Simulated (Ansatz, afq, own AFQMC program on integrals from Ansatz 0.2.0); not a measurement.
Where AFQMC and coupled cluster stand for HO2, doublet

```xyz
3

O     0.0000   -0.1015    0.6187
O     0.0000    0.0512   -0.6811
H     0.0000    0.7992    0.9917
```

Connectivity, by distances: OH–O.

Basis cc-pVDZ. Only valence electrons are correlated. Integrals, coupled cluster, full CI and functionals: Ansatz 0.2.0; the random walks run on the same integrals in our own AFQMC program. ph-AFQMC/CISD is guided by a CISD state made of CCSD amplitudes; releasing the constraint for a short imaginary time cuts its bias at the price of noise, slowly where states lie close. Uncertainties: one standard error, sampling alone.

Determinant: UHF, the one that the program's search chose, which needn't be the lowest solution. The geometry is a PBE0/def2-TZVP stationary point of this or a neighbouring charge and spin state.

No full CI on the walks' own integrals is used here; CCSDT(Q) serves as the reference and is uncertain by about the last step of the cluster series.

Cautions: the released energies are still falling, so no released level is given (meV from the phaseless value at times in 1/Eh: -2 ± 16 at 0.24, -16 ± 17 at 0.51, -37 ± 22 at 0.99, -48 ± 25 at 1.62, -32 ± 34 at 2.40), though the last usable value meets CCSDT(Q) within the noise.

* T1 diagnostic: 0.0310
* weight of the determinant in the CISD state: 0.885
* ⟨S²⟩ of the determinant: 0.759
* size of the correlated space: 13 electrons in 31 orbitals

Reference: CCSDT(Q), correlation energy -10.120 eV.

```tsv
level	E − E(reference) (mEh)	share of correlation (%)
HF	371.91	0.00
MP2	29.78	91.99
CCSD	10.27	97.24
CCSD(T)	1.86	99.50
CCSDT	1.23	99.67
ph-AFQMC/HF	3.53 ± 2.46	99.05
ph-AFQMC/CISD	1.32 ± 0.62	99.64
```

A walk keeps the symmetry of its determinant, which the program's search chose and which needn't be the lowest solution, so a lower state of the same spin and another symmetry isn't excluded.
